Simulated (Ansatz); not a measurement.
Two shapes of singlet CHO(+).

Shape 1:

```xyz
3

H    -0.0401   -0.0069   -1.5971
C    -0.0324   -0.0041   -0.5528
O    -0.0338   -0.0322    0.6073
```

Shape 2:

```xyz
3

H     0.0000    0.0000   -1.4961
C     0.0000    0.0000   -0.4738
O     0.0000    0.0000    0.5423
```

Basis set: 6-31G* (spherical functions). Frozen core: 2 orbitals. Charge 1, multiplicity 1.

Computed with Ansatz (development build ahead of 0.2.0); each method stands on the lowest determinant of its kind that the runs found.

Question: Which shape is lower in energy, and by how much in each method?

Answer:

```csv
method,E(2) − E(1) (eV)
RHF,0.159
RHF-MP2,1.131
```

Shape 1 is lower. Caution: no unrestricted run beside it, a lower state can exist.
